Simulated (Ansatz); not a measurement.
bcc K, relaxed in Ansatz (plane waves) with several semilocal functionals. Each gives its own volume and its own elastic constant C11:

```
level   V0 (Å³/atom)  elastic constant C11 (GPa)   ln V0  ln C11
------  ------------  --------------------------  ------  ------
LDA           64.248                       4.859  4.1628  1.5808
PBEsol        70.930                       4.106  4.2617  1.4124
r²SCAN        76.486                       3.884  4.3371  1.3569
```

Task: Fit a straight line to ln C11 against ln V0. What does it predict for PBE, whose volume is 73.599 Å³/atom?

Result: With x = ln V0 and y = ln C11: means 4.25387 and 1.45003; Σ(Δx Δy) = -0.01996, Σ(Δx²) = 0.01528, so the slope is -1.31. At x = 4.2986 the line gives y = 1.45003 + (-1.31) × (4.2986 − 4.25387) = 1.3914, or 4.020 GPa. The run with PBE gives 3.971 GPa, -1.2 % from the line. The rows used scatter about it by up to 2.7 %, while the largest value lies 25 % above the smallest.

Ansatz's density-functional and Hartree–Fock values are scalar-relativistic unless marked +SOC, with PAW data made under PBE.

Ansatz is an electronic-structure program.
